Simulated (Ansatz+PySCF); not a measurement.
## singlet C₂H₂: levels of theory in one basis

```xyz
4

C     0.0000    0.0000   -0.5163
C     0.0000    0.0000    0.8877
H     0.0000   -1.0240   -1.1142
H     0.0000    1.0240   -1.1142
```

Basis set: def2-SVP (spherical functions). Left uncorrelated: 2 orbitals. Charge 0, multiplicity 1.

Computed with Ansatz (development build ahead of 0.2.0); each method stands on the lowest determinant of its kind that the runs found. NEVPT2 correlates all electrons. Active spaces start from the frontier orbitals, and the lowest solution found is given.

```json
{"method": "RHF", "E − E(RHF) (eV)": "0.00", "<S²> of the determinant": "0.00"}
{"method": "UHF", "E − E(RHF) (eV)": "-0.07", "<S²> of the determinant": "0.43"}
{"method": "UHF-MP2", "E − E(RHF) (eV)": "-6.01", "<S²> of the determinant": "0.43"}
{"method": "RHF-CCSD", "E − E(RHF) (eV)": "-7.32", "<S²> of the determinant": "–"}
{"method": "UHF-CCSD", "E − E(RHF) (eV)": "-7.31", "<S²> of the determinant": "0.43"}
{"method": "RHF-CCSD(T)", "E − E(RHF) (eV)": "-7.62", "<S²> of the determinant": "–"}
{"method": "UHF-CCSD(T)", "E − E(RHF) (eV)": "-7.61", "<S²> of the determinant": "0.43"}
{"method": "CASSCF(4,4)", "E − E(RHF) (eV)": "-1.68", "<S²> of the determinant": "–"}
{"method": "SC-NEVPT2(4,4)", "E − E(RHF) (eV)": "-6.53", "<S²> of the determinant": "–"}
```

Question: What does RHF-MP2 give on the same scale?

Answer: -6.47 eV.

Question: Is a single determinant a sound starting point here?

Answer: Only with care. Unrestricted orbitals gain 0.07 eV and <S²> is 0.43 against 0.00 for a pure state, so spin symmetry breaks but gains little energy; restricted orbitals can still serve. The CASSCF(4,4) natural occupations are 1.98, 1.91, 0.09, 0.02.

Caution for UHF, UHF-MP2, UHF-CCSD, UHF-CCSD(T): the unrestricted determinant is spin contaminated; the determinant breaks the point group. Caution for UHF-MP2: another reference gives a lower total. Caution for CASSCF(4,4), SC-NEVPT2(4,4): other starts end on other solutions of this active space.
